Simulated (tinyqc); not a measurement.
G0W0 on RHF in the sto-6g basis, for OH-, spin multiplicity 1, step by step. The basis has no diffuse functions, so it cannot describe the extra electron: this is an exercise in the method, not the real anion. One step of it, computed by the program tinyqc.

Task: Iteration 1: building the Fock matrix. J_ij = sum D_kl (ij|kl), K_ij = sum D_kl (ik|jl); F = H + J - 0.5 K; E = tr D H + tr D J / 2 - 0.25 tr D K + E_nn.

D at the start, order 1O 1s, 1O 2s, 1O 2px, 1O 2py, 1O 2pz, 2H 1s:
$$\begin{pmatrix}
2.090642 & -0.390468 & 0.000000 & 0.000000 & 0.072514 & -0.137318 \\
-0.390468 & 1.712335 & 0.000000 & 0.000000 & -0.284974 & 0.428687 \\
0.000000 & 0.000000 & 2.000000 & 0.000000 & 0.000000 & 0.000000 \\
0.000000 & 0.000000 & 0.000000 & 2.000000 & 0.000000 & 0.000000 \\
0.072514 & -0.284974 & 0.000000 & 0.000000 & 1.802065 & 0.250121 \\
-0.137318 & 0.428687 & 0.000000 & 0.000000 & 0.250121 & 0.167055
\end{pmatrix}$$

core Hamiltonian H = T + V (hartree), order 1O 1s, 1O 2s, 1O 2px, 1O 2py, 1O 2pz, 2H 1s:
$$\begin{pmatrix}
-32.360645 & -7.146589 & 0.000000 & 0.000000 & -0.009914 & -0.915496 \\
-7.146589 & -8.586231 & 0.000000 & 0.000000 & -0.116553 & -2.167806 \\
0.000000 & 0.000000 & -6.874744 & 0.000000 & 0.000000 & 0.000000 \\
0.000000 & 0.000000 & 0.000000 & -6.874744 & 0.000000 & 0.000000 \\
-0.009914 & -0.116553 & 0.000000 & 0.000000 & -6.941939 & -1.672055 \\
-0.915496 & -2.167806 & 0.000000 & 0.000000 & -1.672055 & -3.865731
\end{pmatrix}$$

Two-electron integrals (ij|kl) in chemists' order, unique and non-zero (hartree):
```
(11|11) 4.787491   (21|11) 0.675884   (21|21) 0.121505   (22|11) 1.117379
(22|21) 0.249212   (22|22) 0.817383   (31|31) 0.025762   (32|31) 0.039145
(32|32) 0.180664   (33|11) 1.117381   (33|21) 0.249212   (33|22) 0.817382
(33|33) 0.880663   (41|41) 0.025762   (42|41) 0.039145   (42|42) 0.180664
(43|43) 0.047461   (44|11) 1.117381   (44|21) 0.249212   (44|22) 0.817382
(44|33) 0.785741   (44|44) 0.880663   (51|51) 0.025762   (52|51) 0.039145
(52|52) 0.180664   (53|53) 0.047461   (54|54) 0.047461   (55|11) 1.117381
(55|21) 0.249212   (55|22) 0.817382   (55|33) 0.785741   (55|44) 0.785741
(55|55) 0.880663   (61|11) 0.091379   (61|21) 0.015761   (61|22) 0.031674
(61|33) 0.031608   (61|44) 0.031608   (61|51) 0.000774   (61|52) 0.001521
(61|55) 0.031807   (61|61) 0.002084   (62|11) 0.246056   (62|21) 0.055764
(62|22) 0.205586   (62|33) 0.202038   (62|44) 0.202038   (62|51) 0.004487
(62|52) 0.034580   (62|55) 0.212681   (62|61) 0.007290   (62|62) 0.067477
(63|31) 0.005871   (63|32) 0.034094   (63|53) 0.006963   (63|63) 0.008976
(64|41) 0.005871   (64|42) 0.034094   (64|54) 0.006963   (64|64) 0.008976
(65|11) 0.189254   (65|21) 0.043458   (65|22) 0.170736   (65|33) 0.163345
(65|44) 0.163345   (65|51) 0.008834   (65|52) 0.060437   (65|55) 0.185518
(65|61) 0.005910   (65|62) 0.068073   (65|65) 0.076730   (66|11) 0.424130
(66|21) 0.097883   (66|22) 0.414738   (66|33) 0.399560   (66|44) 0.399560
(66|51) 0.009090   (66|52) 0.098516   (66|55) 0.445092   (66|61) 0.012881
(66|62) 0.182144   (66|65) 0.208969   (66|66) 0.774999
```

nuclear repulsion = 3.43621566 hartree

Give: Coulomb J; exchange K; Fock matrix F; total energy of this density.

Result:

Coulomb J (hartree), order 1O 1s, 1O 2s, 1O 2px, 1O 2py, 1O 2pz, 2H 1s:
$$\begin{pmatrix}
18.2289 & 3.2724 & 0.0000 & 0.0000 & -0.0090 & 0.4267 \\
3.2724 & 8.6058 & 0.0000 & 0.0000 & -0.0214 & 2.1156 \\
0.0000 & 0.0000 & 8.6028 & 0.0000 & 0.0000 & 0.0000 \\
0.0000 & 0.0000 & 0.0000 & 8.6028 & 0.0000 & 0.0000 \\
-0.0090 & -0.0214 & 0.0000 & 0.0000 & 8.6118 & 1.7386 \\
0.4267 & 2.1156 & 0.0000 & 0.0000 & 1.7386 & 4.2526
\end{pmatrix}$$

exchange K (hartree), order 1O 1s, 1O 2s, 1O 2px, 1O 2py, 1O 2pz, 2H 1s:
$$\begin{pmatrix}
9.8278 & 1.5874 & 0.0000 & 0.0000 & 0.0051 & 0.2163 \\
1.5874 & 2.6968 & 0.0000 & 0.0000 & -0.1024 & 0.8053 \\
0.0000 & 0.0000 & 2.3070 & 0.0000 & 0.0000 & 0.0000 \\
0.0000 & 0.0000 & 0.0000 & 2.3070 & 0.0000 & 0.0000 \\
0.0051 & -0.1024 & 0.0000 & 0.0000 & 2.2645 & 0.5805 \\
0.2163 & 0.8053 & 0.0000 & 0.0000 & 0.5805 & 0.6371
\end{pmatrix}$$

Fock matrix F (hartree), order 1O 1s, 1O 2s, 1O 2px, 1O 2py, 1O 2pz, 2H 1s:
$$\begin{pmatrix}
-19.0456 & -4.6679 & 0.0000 & 0.0000 & -0.0214 & -0.5969 \\
-4.6679 & -1.3288 & 0.0000 & 0.0000 & -0.0867 & -0.4548 \\
0.0000 & 0.0000 & 0.5746 & 0.0000 & 0.0000 & 0.0000 \\
0.0000 & 0.0000 & 0.0000 & 0.5746 & 0.0000 & 0.0000 \\
-0.0214 & -0.0867 & 0.0000 & 0.0000 & 0.5376 & -0.2237 \\
-0.5969 & -0.4548 & 0.0000 & 0.0000 & -0.2237 & 0.0683
\end{pmatrix}$$

total energy of this density = -74.198756 hartree
